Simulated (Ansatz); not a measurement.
The first iterations of a band of BH3 + FH (6 atoms, charge 0, multiplicity 1).

Method: RKS PBE0/cc-pVDZ (Ansatz).

```json
{"movable images": "7", "climbing image": "yes", "spring": "5.0 eV/Å²", "optimiser": "quadratic models (default)", "start path": "through a guess of the saddle point", "force threshold": "0.05 eV/Å", "iteration limit": "60", "end points": "relaxed"}
```

Image 0:

```xyz
6
Properties=species:S:1:pos:R:3
B -0.388 0.374 -0.292
H 0.378 1.163 0.228
H -0.246 0.133 -1.466
H -1.463 0.198 0.228
H 1.193 -0.705 0.878
F 0.524 -1.163 0.422
```

Image 8:

```xyz
6
Properties=species:S:1:pos:R:3
B -0.706 -0.383 -0.491
H 1.270 1.220 0.861
H -0.267 0.086 -1.514
H -1.514 0.153 0.228
H 1.497 0.518 1.053
F -0.279 -1.595 -0.138
```

| iteration | highest image above the first end (eV) | largest band force component (eV/Å) |
| --- | --- | --- |
| 1 | 0.624 | 4.209 |
| 2 | 0.447 | 2.450 |
| 3 | 0.805 | 3.327 |

Question: Does the band converge within its limit, and where does its top end?

Answer: It converged. It ended after 11 iterations with the highest image 0.360 eV above the first end. A vibrational analysis at the climbing image gives one clearly imaginary mode, 1077i cm⁻¹: a first-order saddle point. The orbitals stay closed-shell, which can raise the energy where a bond breaks towards radicals; this wasn't checked here.

Time of the run: 66 s on 1 thread of Arm Neoverse V1 (shared host), peak memory 0.2 GiB.
